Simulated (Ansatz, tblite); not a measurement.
# The cluster Cu2Se: spin-state energies by level, part 2 of 2

Is the singlet the ground state of the cluster Cu2Se? Other spin states are computed and compared level by level.

Ansatz 0.2.0, Gaussian basis; as each input shows.

### Step 18. Quintet, first pass, PBE0-D4/def2-SVP

Contents of in.yaml:

```yaml
crystal:
  periodic: [false, false, false]
  atoms:
    - {symbol: Cu, position_ang: [0.772210, -0.469977, -1.094432]}
    - {symbol: Cu, position_ang: [-0.571613, 1.299257, -0.012929]}
    - {symbol: Se, position_ang: [-0.200597, -0.829281, 1.107362]}
basis:
  gaussian: {orbitals: def2-SVP, initial_orbitals: start.molden}
magnetization: {spin_polarized: true, initial_magnetization: 4}
hamiltonian: {xc: pbe0, dispersion: d4}
output: {orbitals: {seedname: orbitals}}
```

Launch:

```sh
$ ansatz run in.yaml --threads 4 --pin off --events-out ev --progress --plain --max-ram 3916MiB
```

The log of the run, shortened:

```text
Functional definition: PBE0
  name "PBE0"
  cite "Adamo & Barone, J. Chem. Phys. 110, 6158 (1999) doi:10.1063/1.478522"
  cite "Perdew, Burke & Ernzerhof, Phys. Rev. Lett. 77, 3865 (1996) doi:10.1103/PhysRevLett.77.3865"
  parent pbe
[...]
1000 factors; integrals over basis functions are off by at most 1.0e-3 eV
[...]
mean field -154586.81105170 eV, -5680.9605234460 hartree, gradient 4.2e-6 eV, S^2 6.017598; 5 other end points of the search recorded, 0 dependent functions left out
reference -154586.81108830 eV, -5680.9605247910 hartree; 48, 44 occupied and 46, 50 virtual orbitals, 1000 factors
Total energy: -154586.89733943 eV, -5680.9636944616 hartree
```

Wall time 10 s (4 threads of AMD EPYC 7R43, shared host).

From the report: HOMO -4.12 eV, LUMO -4.91 eV (over both spins; with the spin held, an empty level of the minority spin lies below the top filled one); ⟨S²⟩ 6.018 (pure: 6.00).

### Step 19. Quintet, GFN1-xTB

Tight binding, by tblite at 300 K electronic temperature and without a spin-polarisation term:

```python
tblite.interface.Calculator('GFN1-xTB', numbers, positions, charge=0, uhf=4).singlepoint()
```

Energy -330.7781 eV; 0.008 s.

### Step 20. Quintet, GFN2-xTB

Tight binding, by tblite at 300 K electronic temperature and without a spin-polarisation term:

```python
tblite.interface.Calculator('GFN2-xTB', numbers, positions, charge=0, uhf=4).singlepoint()
```

Energy -290.8613 eV; 0.015 s.

### Step 21. Quintet, PBE0-D4/def2-TZVP

in.yaml, as its differences from that of step 18:

```diff
@@ -7,5 +7,6 @@
 basis:
-  gaussian: {orbitals: def2-SVP, initial_orbitals: start.molden}
+  gaussian: {orbitals: def2-TZVP, initial_orbitals: start.molden}
 magnetization: {spin_polarized: true, initial_magnetization: 4}
 hamiltonian: {xc: pbe0, dispersion: d4}
+scf: {omitted_lower_state_checks: [starts]}
 output: {orbitals: {seedname: orbitals}}
```

Same command.

The log of the run, shortened:

```text
Functional definition: PBE0
  name "PBE0"
  cite "Adamo & Barone, J. Chem. Phys. 110, 6158 (1999) doi:10.1063/1.478522"
  cite "Perdew, Burke & Ernzerhof, Phys. Rev. Lett. 77, 3865 (1996) doi:10.1103/PhysRevLett.77.3865"
  parent pbe
[...]
1270 factors; integrals over basis functions are off by at most 7.0e-4 eV
[...]
mean field -154608.03099594 eV, -5681.7403420135 hartree, gradient 2.6e-5 eV, S^2 6.019593; 0 other end points of the search recorded, 0 dependent functions left out
reference -154608.03102840 eV, -5681.7403432064 hartree; 48, 44 occupied and 90, 94 virtual orbitals, 1270 factors
Total energy: -154608.11727953 eV, -5681.7435128770 hartree
Checks for a lower state left out: starts
```

Run time: 8.5 s. Hardware: 4 threads of AMD EPYC 7R43, shared host.

Report: HOMO -4.34 eV, LUMO -5.16 eV (over both spins; with the spin held, an empty level of the minority spin lies below the top filled one); ⟨S²⟩ 6.020 (pure: 6.00).

### Step 22. Quintet, PBE-D4/def2-TZVP

in.yaml, as its differences from that of step 21:

```diff
@@ -9,3 +9,3 @@
 magnetization: {spin_polarized: true, initial_magnetization: 4}
-hamiltonian: {xc: pbe0, dispersion: d4}
+hamiltonian: {xc: pbe, dispersion: d4}
 scf: {omitted_lower_state_checks: [starts]}
```

Launched as before.

The log of the run, shortened:

```text
Functional definition: PBE
  name "PBE"
  cite "Perdew, Burke & Ernzerhof, Phys. Rev. Lett. 77, 3865 (1996) doi:10.1103/PhysRevLett.77.3865"
  parent pbe
[...]
1293 factors; their error is unknown
[...]
mean field -154606.81471594 eV, -5681.6956445477 hartree, gradient 9.6e-6 eV, S^2 6.006773; 0 other end points of the search recorded, 0 dependent functions left out
reference -154606.81475947 eV, -5681.6956461474 hartree; 48, 44 occupied and 90, 94 virtual orbitals, 1293 factors
Total energy: -154606.91733913 eV, -5681.6994158805 hartree
Checks for a lower state left out: starts
```

Run time: 3.5 s. Hardware: 4 threads of AMD EPYC 7R43, shared host.

HOMO -3.81 eV, LUMO -6.16 eV (over both spins; with the spin held, an empty level of the minority spin lies below the top filled one); ⟨S²⟩ 6.007 (pure: 6.00).

### Step 23. Quintet, r2SCAN-D4/def2-TZVP

in.yaml, as its differences from that of step 22:

```diff
@@ -9,3 +9,3 @@
 magnetization: {spin_polarized: true, initial_magnetization: 4}
-hamiltonian: {xc: pbe, dispersion: d4}
+hamiltonian: {xc: r2scan, dispersion: d4}
 scf: {omitted_lower_state_checks: [starts]}
```

Launched as before.

The log of the run, shortened:

```text
Functional definition: r2SCAN
  name "r2SCAN"
  cite "Furness, Kaplan, Ning, Perdew & Sun, J. Phys. Chem. Lett. 11, 8208 (2020) doi:10.1021/acs.jpclett.0c02405"
  cite "Furness, Kaplan, Ning, Perdew & Sun, J. Phys. Chem. Lett. 11, 9248 (2020) doi:10.1021/acs.jpclett.0c03077"
  parent r2scan
[...]
1293 factors; their error is unknown
[...]
mean field -154628.72255644 eV, -5682.5007428366 hartree, gradient 1.9e-5 eV, S^2 6.018255; 0 other end points of the search recorded, 0 dependent functions left out
reference -154628.72257773 eV, -5682.5007436189 hartree; 48, 44 occupied and 90, 94 virtual orbitals, 1293 factors
Total energy: -154628.74056306 eV, -5682.5014045676 hartree
Checks for a lower state left out: starts
```

Wall time 8.5 s (4 threads of AMD EPYC 7R43, shared host).

From the report: HOMO -4.09 eV, LUMO -6.04 eV (over both spins; with the spin held, an empty level of the minority spin lies below the top filled one); ⟨S²⟩ 6.018 (pure: 6.00).

### Step 24. Quintet, B97M-V/def2-TZVP

in.yaml, as its differences from that of step 23:

```diff
@@ -9,3 +9,3 @@
 magnetization: {spin_polarized: true, initial_magnetization: 4}
-hamiltonian: {xc: r2scan, dispersion: d4}
+hamiltonian: {xc: {name: B97M-V}}
 scf: {omitted_lower_state_checks: [starts]}
```

Same command.

The log of the run, shortened:

```text
Functional definition: B97M-V
  name "B97M-V"
  cite "Mardirossian & Head-Gordon, J. Chem. Phys. 142, 074111 (2015) doi:10.1063/1.4907719"
  cite "Becke, J. Chem. Phys. 107, 8554 (1997) doi:10.1063/1.475007"
  cite "Vydrov & Van Voorhis, J. Chem. Phys. 133, 244103 (2010) doi:10.1063/1.3521275"
  # Of w^i u^j: cxij and so on, Table III.
[...]
  gx(w, u) = cx00 + cx01*u + cx02*u^2 + (cx10 + cx11*u)*w
[...]
      + integral(e_c_pw_mod_opposite_spin*gos(b97_w_opposite, b97_u_opposite)) + vv10(b, c)
[...]
1293 factors; their error is unknown
[...]
mean field -154598.93824350 eV, -5681.4061895246 hartree, gradient 1.5e-5 eV, S^2 6.009838; 0 other end points of the search recorded, 0 dependent functions left out
reference -154598.93830456 eV, -5681.4061917686 hartree; 48, 44 occupied and 90, 94 virtual orbitals, 1293 factors
Total energy: -154598.93830456 eV, -5681.4061917686 hartree
Checks for a lower state left out: starts
```

Wall time 14 s (4 threads of AMD EPYC 7R43, shared host).

From the report: HOMO -3.58 eV, LUMO -5.95 eV (over both spins; with the spin held, an empty level of the minority spin lies below the top filled one); ⟨S²⟩ 6.010 (pure: 6.00).

### Step 25. Quintet, revPBE-D4/def2-TZVP

in.yaml, as its differences from that of step 24:

```diff
@@ -9,3 +9,3 @@
 magnetization: {spin_polarized: true, initial_magnetization: 4}
-hamiltonian: {xc: {name: B97M-V}}
+hamiltonian: {xc: {name: revPBE}, dispersion: d4}
 scf: {omitted_lower_state_checks: [starts]}
```

The command is unchanged.

The log of the run, shortened:

```text
Functional definition: revPBE
  name "revPBE"
  cite "Zhang & Yang, Phys. Rev. Lett. 80, 890 (1998) doi:10.1103/PhysRevLett.80.890"
  cite "Perdew, Burke & Ernzerhof, Phys. Rev. Lett. 77, 3865 (1996) doi:10.1103/PhysRevLett.77.3865"
[...]
1293 factors; their error is unknown
[...]
mean field -154619.04076675 eV, -5682.1449436281 hartree, gradient 9.3e-6 eV, S^2 6.008008; 0 other end points of the search recorded, 0 dependent functions left out
reference -154619.04082092 eV, -5682.1449456186 hartree; 48, 44 occupied and 90, 94 virtual orbitals, 1293 factors
Total energy: -154619.25320121 eV, -5682.1527504505 hartree
Checks for a lower state left out: starts
```

Run time: 3.2 s. Hardware: 4 threads of AMD EPYC 7R43, shared host.

HOMO -3.77 eV, LUMO -6.06 eV (over both spins; with the spin held, an empty level of the minority spin lies below the top filled one); ⟨S²⟩ 6.008 (pure: 6.00).

### Step 26. Quintet, r2SCAN0-D4/def2-TZVP

in.yaml, as its differences from that of step 25:

```diff
@@ -9,3 +9,3 @@
 magnetization: {spin_polarized: true, initial_magnetization: 4}
-hamiltonian: {xc: {name: revPBE}, dispersion: d4}
+hamiltonian: {xc: {name: r2SCAN0}, dispersion: d4}
 scf: {omitted_lower_state_checks: [starts]}
```

Launched as before.

The log of the run, shortened:

```text
Functional definition: r2SCAN0
  name "r2SCAN0"
  cite "Bursch, Neugebauer, Ehlert & Grimme, J. Chem. Phys. 156, 134105 (2022) doi:10.1063/5.0086040"
  cite "Furness, Kaplan, Ning, Perdew & Sun, J. Phys. Chem. Lett. 11, 8208 (2020) doi:10.1021/acs.jpclett.0c02405"
  cite "Furness, Kaplan, Ning, Perdew & Sun, J. Phys. Chem. Lett. 11, 9248 (2020) doi:10.1021/acs.jpclett.0c03077"
  parent r2scan
[...]
1270 factors; integrals over basis functions are off by at most 7.0e-4 eV
[...]
mean field -154625.07487476 eV, -5682.3666930075 hartree, gradient 1.6e-5 eV, S^2 6.033212; 0 other end points of the search recorded, 0 dependent functions left out
reference -154625.07489105 eV, -5682.3666936059 hartree; 48, 44 occupied and 90, 94 virtual orbitals, 1270 factors
Total energy: -154625.09900139 eV, -5682.3675796447 hartree
Checks for a lower state left out: starts
```

Wall time 14 s (4 threads of AMD EPYC 7R43, shared host); peak memory 0.56 GiB.

From the report: HOMO -4.60 eV, LUMO -4.99 eV (over both spins; with the spin held, an empty level of the minority spin lies below the top filled one); ⟨S²⟩ 6.033 (pure: 6.00).

### Step 27. Quintet, HSE06-D4/def2-TZVP

in.yaml, as its differences from that of step 26:

```diff
@@ -9,3 +9,3 @@
 magnetization: {spin_polarized: true, initial_magnetization: 4}
-hamiltonian: {xc: {name: r2SCAN0}, dispersion: d4}
+hamiltonian: {xc: hse06, dispersion: d4}
 scf: {omitted_lower_state_checks: [starts]}
```

The command is unchanged.

The log of the run, shortened:

```text
Functional definition: HSE06
  name "HSE06"
  cite "Heyd, Scuseria & Ernzerhof, J. Chem. Phys. 118, 8207 (2003) doi:10.1063/1.1564060"
  cite "Krukau, Vydrov, Izmaylov & Scuseria, J. Chem. Phys. 125, 224106 (2006) doi:10.1063/1.2404663"
  cite "Heyd & Scuseria, J. Chem. Phys. 120, 7274 (2004) doi:10.1063/1.1668634"
  cite "Ernzerhof & Perdew, J. Chem. Phys. 109, 3313 (1998) doi:10.1063/1.476928"
[...]
1270 factors; integrals over basis functions are off by at most 7.0e-4 eV
55 factors; integrals over basis functions are off by at most 7.5e-6 eV
[...]
mean field -154607.97579113 eV, -5681.7383132740 hartree, gradient 2.4e-5 eV, S^2 6.018756; 0 other end points of the search recorded, 0 dependent functions left out
reference -154607.97583432 eV, -5681.7383148611 hartree; 48, 44 occupied and 90, 94 virtual orbitals, 1270 factors
Total energy: -154608.05933519 eV, -5681.7413834615 hartree
Checks for a lower state left out: starts
```

Run time: 6.5 s. Hardware: 4 threads of AMD EPYC 7R43, shared host.

From the report: HOMO -3.97 eV, LUMO -5.54 eV (over both spins; with the spin held, an empty level of the minority spin lies below the top filled one); ⟨S²⟩ 6.019 (pure: 6.00).

### Step 28. Quintet, BHLYP-D4/def2-TZVP

in.yaml, as its differences from that of step 27:

```diff
@@ -9,3 +9,3 @@
 magnetization: {spin_polarized: true, initial_magnetization: 4}
-hamiltonian: {xc: hse06, dispersion: d4}
+hamiltonian: {xc: {name: BHLYP}, dispersion: d4}
 scf: {omitted_lower_state_checks: [starts]}
```

Same command.

The log of the run, shortened:

```text
Functional definition: BHLYP
  name "BHLYP"
  cite "Becke, J. Chem. Phys. 98, 1372 (1993) doi:10.1063/1.464304"
  cite "Becke, Phys. Rev. A 38, 3098 (1988) doi:10.1103/PhysRevA.38.3098"
  cite "Lee, Yang & Parr, Phys. Rev. B 37, 785 (1988) doi:10.1103/PhysRevB.37.785"
[...]
1270 factors; integrals over basis functions are off by at most 7.0e-4 eV
[...]
mean field -154624.96198751 eV, -5682.3625444776 hartree, gradient 4.6e-6 eV, S^2 6.021513; 0 other end points of the search recorded, 0 dependent functions left out
reference -154624.96212262 eV, -5682.3625494426 hartree; 48, 44 occupied and 90, 94 virtual orbitals, 1270 factors
Total energy: -154625.15102058 eV, -5682.3694913144 hartree
Checks for a lower state left out: starts
```

Wall time 20 s (4 threads of AMD EPYC 7R43, shared host); peak memory 0.57 GiB.

Report: HOMO -4.72 eV, LUMO -3.78 eV (over both spins); ⟨S²⟩ 6.022 (pure: 6.00).

### Step 29. Quintet, RPA/def2-TZVP

in.yaml, as its differences from that of step 28:

```diff
@@ -9,4 +9,4 @@
 magnetization: {spin_polarized: true, initial_magnetization: 4}
-hamiltonian: {xc: {name: BHLYP}, dispersion: d4}
+hamiltonian: {xc: pbe}
+correlation: {method: rpa, frozen_orbitals: {Cu: 9, Se: 9}}
 scf: {omitted_lower_state_checks: [starts]}
-output: {orbitals: {seedname: orbitals}}
```

Same command.

The log of the run, shortened:

```text
Functional definition: PBE
  name "PBE"
  cite "Perdew, Burke & Ernzerhof, Phys. Rev. Lett. 77, 3865 (1996) doi:10.1103/PhysRevLett.77.3865"
  parent pbe
[...]
1270 factors; integrals over basis functions are off by at most 7.0e-4 eV
[...]
mean field -154606.81470684 eV, -5681.6956442133 hartree, gradient 2.4e-6 eV, S^2 6.006773; 0 other end points of the search recorded, 0 dependent functions left out
27 core orbitals not correlated: weight in the atoms' cores, before any rotation towards them, 1.000 or more for the frozen orbitals, at most 0.000 for the correlated occupied ones
reference -154491.83911704 eV, -5677.4703692215 hartree; 21, 17 occupied and 90, 94 virtual orbitals, 1270 factors
Total energy: -154532.52220893 eV, -5678.9654452727 hartree
Checks for a lower state left out: starts
```

It took 6 s on 4 threads of AMD EPYC 7R43, shared host.

⟨S²⟩ 6.007 (pure: 6.00).

### Step 30. Quintet less singlet

The singlet's energies are those of its earlier runs, whose logs aren't repeated here.

```tsv
level	quintet less singlet (eV)	time
GFN1-xTB	+5.813	0.011 s
GFN2-xTB	+7.315	0.019 s
PBE-D4/def2-TZVP	+3.514	6.7 s
revPBE-D4/def2-TZVP	+3.423	4.5 s
r2SCAN-D4/def2-TZVP	+3.366	12 s
B97M-V/def2-TZVP	+3.632	19 s
PBE0-D4/def2-TZVP	+3.985	11 s
r2SCAN0-D4/def2-TZVP	+3.809	18 s
HSE06-D4/def2-TZVP	+3.986	9 s
BHLYP-D4/def2-TZVP	+4.221	22 s
RPA/def2-TZVP	+3.451	8.9 s
```

Times add the two runs; a level without a time comes out of a correlated run. Tight binding without a spin term can't rank spin states.

### Step 31. Broken-symmetry singlet at the fixed geometry, first pass, PBE0-D4/def2-SVP

Contents of in.yaml:

```yaml
crystal:
  periodic: [false, false, false]
  atoms:
    - {symbol: Cu, position_ang: [0.798363, -0.582256, -1.048132]}
    - {symbol: Cu, position_ang: [-0.626330, 1.293448, 0.098456]}
    - {symbol: Se, position_ang: [-0.172033, -0.711193, 0.949676]}
basis:
  gaussian: {orbitals: def2-SVP}
magnetization: {spin_polarized: true, initial_magnetization: 0}
hamiltonian: {xc: pbe0, dispersion: d4}
output: {orbitals: {seedname: orbitals}}
```

Same command.

The log of the run, shortened:

```text
Functional definition: PBE0
  name "PBE0"
  cite "Adamo & Barone, J. Chem. Phys. 110, 6158 (1999) doi:10.1063/1.478522"
  cite "Perdew, Burke & Ernzerhof, Phys. Rev. Lett. 77, 3865 (1996) doi:10.1103/PhysRevLett.77.3865"
  parent pbe
[...]
1000 factors; integrals over basis functions are off by at most 7.9e-4 eV
[...]
mean field -154590.64398477 eV, -5681.1013811381 hartree, gradient 2.5e-5 eV, S^2 0.000000; 1 other end points of the search recorded, 0 dependent functions left out
reference -154590.64402301 eV, -5681.1013825436 hartree; 46, 46 occupied and 48, 48 virtual orbitals, 1000 factors
Total energy: -154590.73055812 eV, -5681.1045626502 hartree
```

Wall time 4.5 s (4 threads of AMD EPYC 7R43, shared host).

From the report: HOMO -5.18 eV, LUMO -2.11 eV (over both spins); ⟨S²⟩ 0.000 (pure: 0.00).

### Step 32. Broken-symmetry singlet at the fixed geometry, PBE0-D4/def2-TZVP

in.yaml, as its differences from that of step 31:

```diff
@@ -7,3 +7,3 @@
 basis:
-  gaussian: {orbitals: def2-SVP}
+  gaussian: {orbitals: def2-TZVP, initial_orbitals: start.molden}
 magnetization: {spin_polarized: true, initial_magnetization: 0}
```

Same command.

The log of the run, shortened:

```text
Functional definition: PBE0
  name "PBE0"
  cite "Adamo & Barone, J. Chem. Phys. 110, 6158 (1999) doi:10.1063/1.478522"
  cite "Perdew, Burke & Ernzerhof, Phys. Rev. Lett. 77, 3865 (1996) doi:10.1103/PhysRevLett.77.3865"
  parent pbe
[...]
1272 factors; integrals over basis functions are off by at most 5.6e-4 eV
[...]
mean field -154612.01537349 eV, -5681.8867651876 hartree, gradient 2.8e-5 eV, S^2 0.000000; 2 other end points of the search recorded, 0 dependent functions left out
reference -154612.01540411 eV, -5681.8867663130 hartree; 46, 46 occupied and 92, 92 virtual orbitals, 1272 factors
Total energy: -154612.10193922 eV, -5681.8899464196 hartree
```

Run time: 10 s. Hardware: 4 threads of AMD EPYC 7R43, shared host.

Report: HOMO -5.62 eV, LUMO -2.48 eV (over both spins); ⟨S²⟩ 0.000 (pure: 0.00).

### Step 33. Broken-symmetry singlet at the fixed geometry, PBE-D4/def2-TZVP

in.yaml, as its differences from that of step 32:

```diff
@@ -9,3 +9,4 @@
 magnetization: {spin_polarized: true, initial_magnetization: 0}
-hamiltonian: {xc: pbe0, dispersion: d4}
+hamiltonian: {xc: pbe, dispersion: d4}
+scf: {omitted_lower_state_checks: [starts]}
 output: {orbitals: {seedname: orbitals}}
```

Launched as before.

The log of the run, shortened:

```text
Functional definition: PBE
  name "PBE"
  cite "Perdew, Burke & Ernzerhof, Phys. Rev. Lett. 77, 3865 (1996) doi:10.1103/PhysRevLett.77.3865"
  parent pbe
[...]
1293 factors; their error is unknown
[...]
mean field -154610.32788754 eV, -5681.8247512229 hartree, gradient 1.3e-5 eV, S^2 0.000000; 0 other end points of the search recorded, 0 dependent functions left out
reference -154610.32792780 eV, -5681.8247527026 hartree; 46, 46 occupied and 92, 92 virtual orbitals, 1293 factors
Total energy: -154610.43094796 eV, -5681.8285386233 hartree
Checks for a lower state left out: starts
```

Run time: 3.5 s. Hardware: 4 threads of AMD EPYC 7R43, shared host.

HOMO -4.70 eV, LUMO -3.39 eV (over both spins); ⟨S²⟩ 0.000 (pure: 0.00).

### Step 34. Broken-symmetry singlet at the fixed geometry, r2SCAN-D4/def2-TZVP

in.yaml, as its differences from that of step 33:

```diff
@@ -9,3 +9,3 @@
 magnetization: {spin_polarized: true, initial_magnetization: 0}
-hamiltonian: {xc: pbe, dispersion: d4}
+hamiltonian: {xc: r2scan, dispersion: d4}
 scf: {omitted_lower_state_checks: [starts]}
```

Same command.

The log of the run, shortened:

```text
Functional definition: r2SCAN
  name "r2SCAN"
  cite "Furness, Kaplan, Ning, Perdew & Sun, J. Phys. Chem. Lett. 11, 8208 (2020) doi:10.1021/acs.jpclett.0c02405"
  cite "Furness, Kaplan, Ning, Perdew & Sun, J. Phys. Chem. Lett. 11, 9248 (2020) doi:10.1021/acs.jpclett.0c03077"
  parent r2scan
[...]
1293 factors; their error is unknown
[...]
mean field -154632.08889954 eV, -5682.6244536637 hartree, gradient 2.3e-5 eV, S^2 0.000000; 0 other end points of the search recorded, 0 dependent functions left out
reference -154632.08891777 eV, -5682.6244543337 hartree; 46, 46 occupied and 92, 92 virtual orbitals, 1293 factors
Total energy: -154632.10693395 eV, -5682.6251164160 hartree
Checks for a lower state left out: starts
```

Run time: 8 s. Hardware: 4 threads of AMD EPYC 7R43, shared host.

From the report: HOMO -4.79 eV, LUMO -3.17 eV (over both spins); ⟨S²⟩ 0.000 (pure: 0.00).

### Step 35. Broken-symmetry singlet less singlet

The singlet's energies are those of its earlier runs, whose logs aren't repeated here.

```tsv
level	broken-symmetry singlet less singlet (eV)	time
PBE-D4/def2-TZVP	0.000	6.7 s
r2SCAN-D4/def2-TZVP	0.000	11 s
PBE0-D4/def2-TZVP	0.000	13 s
```

Times add the two runs; a level without a time comes out of a correlated run.

### Step 36. What came out

This closing draws on all 2 parts.

```
                                      quantity                                       value
triplet less singlet, functionals in def2-TZVP  +1.169 (revPBE-D4) to +1.374 eV (HSE06-D4)
quintet less singlet, functionals in def2-TZVP  +3.366 (r2SCAN-D4) to +4.221 eV (BHLYP-D4)
                       broken-symmetry singlet              falls back to the closed shell
```

What this shows: All functionals put the triplet above the singlet, over a spread of 0.205 eV. The checks for a lower triplet were left out, so another state of that spin may lie lower. The singlet here is a closed shell; an open-shell singlet can lie lower (see the broken-symmetry run). All functionals put the quintet above the singlet, over a spread of 0.855 eV. The checks for a lower quintet were left out, so another state of that spin may lie lower. Letting the spins differ gains next to nothing: the closed shell holds on the levels tried. These are electronic energies, without zero-point motion, entropy or surroundings.
